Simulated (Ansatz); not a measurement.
# BSiH4 (doublet): wave-function methods side by side at distance B1–H4 along a hydrogen transfer = 1.936 Å, cc-pVDZ

One table from this session's results is given with a row withheld; the runs are named, their logs left out.

The runs use Ansatz 0.2.0, Gaussian basis; cc-pVDZ, core rule «outside noble gas», up to 6 orbitals frozen.

Plan: UHF; CCSD(T) on ROHF; CCSD(T) on UHF; BCCD(T) on ROHF; CISD; CCSDT(Q) on ROHF; CCSDT(Q) on UHF; CASSCF and MRCISD+Q, 3 electrons in 3 orbitals; CASSCF and NEVPT2, 3 electrons in 3 orbitals; CASSCF and NEVPT2, 9 electrons in 9 orbitals.

5 further runs of the same task are left out: 4 that didn't finish, 1 set aside as unsound or not needed.

## The geometry

The geometry derives from fragments relaxed apart (PBE0/def2-TZVP) and kept rigid, so it is no stationary point. A hydrogen atom is moved between rigid fragments.

6 atoms, charge 0, spin multiplicity 2.

Atoms are counted from 1 here; the program's logs count them from 0.

Bond lengths: B1–H2 1.193 Å, B1–H3 1.193 Å, H4–Si5 1.440 Å, Si5–H6 1.532 Å. Angles: H2–B1–H3 120.0°, H4–Si5–H6 105.0°.

Set-up of the first run:

Contents of in.yaml:

```yaml
crystal:
  periodic: [false, false, false]
  atoms:
    - {symbol: B, position_ang: [-2.314733, 0.034738, 0.000000]}
    - {symbol: H, position_ang: [-2.911466, 1.068310, 0.000000]}
    - {symbol: H, position_ang: [-2.911467, -0.998833, 0.000000]}
    - {symbol: H, position_ang: [-0.378733, 0.034738, 0.000000]}
    - {symbol: Si, position_ang: [1.061267, 0.034738, 0.000000]}
    - {symbol: H, position_ang: [1.457701, -1.444775, 0.000000]}
basis:
  gaussian: {orbitals: cc-pVDZ}
magnetization: {spin_polarized: true, initial_magnetization: 1}
hamiltonian: {xc: hf}
output: {orbitals: {seedname: orbitals}}
```

On the command line:

```console
> ansatz run in.yaml --threads 1 --pin off --events-out ev --progress --plain --max-ram 2393MiB
```

Steps of the session up to this table: UHF; CCSD(T) on ROHF; CCSD(T) on UHF; BCCD(T) on ROHF; CISD; CCSDT(Q) on ROHF; CCSDT(Q) on UHF; CASSCF and MRCISD+Q, 3 electrons in 3 orbitals; CASSCF and NEVPT2, 3 electrons in 3 orbitals; CASSCF and NEVPT2, 9 electrons in 9 orbitals.

One of the session's tables, all rows but one given; the rest of the session is left out.

```
         method  from UCCSDT(Q) (meV)
           ROHF                     ?
            UHF               +5643.0
           RMP2               +1487.7
           UMP2               +1544.5
           CISD                +661.9
          RCCSD                +153.1
          UCCSD                +167.5
       RCCSD(T)                 +35.9
       UCCSD(T)                 +49.6
        BCCD(T)                 +35.9
         RCCSDT                  +4.3
         UCCSDT                  +5.6
      RCCSDT(Q)                  -0.3
      UCCSDT(Q)                     0
    CASSCF pair               +5397.2
    NEVPT2 pair               +1388.6
CASSCF frontier               +4211.4
NEVPT2 frontier               +1271.8
```

Estimate the missing values for ROHF.

**Answer.** from UCCSDT(Q) (meV): +5950.3. In the column «from UCCSDT(Q) (meV)» it is the highest.

Not comparable, so not listed: CASSCF and MRCISD+Q, 3 electrons in 3 orbitals (they don't share determinant, frozen orbitals or solution with the rows shown, or repeat one).

Caveats from the session: The determinant is far from a pure spin state, so its energy mixes those of several spin states (harmless only where they are near-degenerate, as at dissociation). The program flags UCCSD(T) as in doubt, so those rows may rest on another solution; read them beside their warnings. Restricted and unrestricted rows rest on different reference determinants; where their highest levels disagree by more than a few hundredths of an eV, they describe different states and don't form one ladder. Warnings in the runs' records: passed over end.
